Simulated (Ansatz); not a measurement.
Input file:

```yaml
crystal:
  periodic: [false, false, false]
  atoms:
    - {symbol: Al, position_ang: [0.000000, 0.000000, 1.785200]}
    - {symbol: C, position_ang: [0.000000, 0.000000, -0.021500]}
    - {symbol: Ge, position_ang: [0.000000, 0.000000, -1.763700]}
basis:
  gaussian: {orbitals: cc-pVTZ}
magnetization: {spin_polarized: false, initial_magnetization: 1}
correlation: {method: ccsdt_q, electrons: outside_noble_gas}
```

```sh
$ ansatz run in.yaml --threads 2 --pin off --events-out ev --progress --plain --max-ram 16896MiB --backend cuda --devices 0, --max-vram 18GiB
```

Log:

```
1232 factors; integrals over basis functions are off by at most 1.8e-7 eV
mean field evaluation 1: about -64079.9925 eV, gradient 3.9e1 eV
mean field evaluation 2: about -64080.0660 eV, gradient 3.9e1 eV
mean field evaluation 4: about -64084.6316 eV, gradient 5.4e0 eV
mean field evaluation 8: about -64084.8838 eV, gradient 1.5e0 eV
mean field evaluation 16: about -64085.0229 eV, gradient 1.0e-6 eV
mean field evaluation 32: about -64075.3196 eV, gradient 3.2e1 eV
mean field evaluation 64: about -64085.1863 eV, gradient 5.0e-4 eV
mean field evaluation 96: about -64081.0226 eV, gradient 3.1e-6 eV
mean field evaluation 128: about -64079.1524 eV, gradient 6.8e0 eV
mean field evaluation 160: about -64075.5891 eV, gradient 2.8e1 eV
...
cycle  16  -9.16141130 eV  change   -1.1e-4 eV  update   6.5e-5
cycle  17  -9.16146605 eV  change   -5.5e-5 eV  update   4.8e-5
cycle  18  -9.16145585 eV  change    1.0e-5 eV  update   3.1e-5
cycle  19  -9.16147324 eV  change   -1.7e-5 eV  update   1.8e-5
cycle  20  -9.16148925 eV  change   -1.6e-5 eV  update   9.9e-6
cycle  21  -9.16147835 eV  change    1.1e-5 eV  update   5.9e-6
cycle  22  -9.16147894 eV  change   -5.9e-7 eV  update   3.3e-6
cycle  23  -9.16148275 eV  change   -3.8e-6 eV  update   2.3e-6
cycle  24  -9.16148027 eV  change    2.5e-6 eV  update   1.3e-6
cycle  25  -9.16147946 eV  change    8.1e-7 eV  update   6.3e-7
perturbative correction -0.09150336 eV, -0.0033626863 hartree
Total energy: -64094.27588131 eV, -2355.4211939775 hartree
```

Ran on 2 threads of AMD EPYC 7R13 with a shared H100 80 GB, shared host: 41 s wall, 1.2 GiB peak host memory.
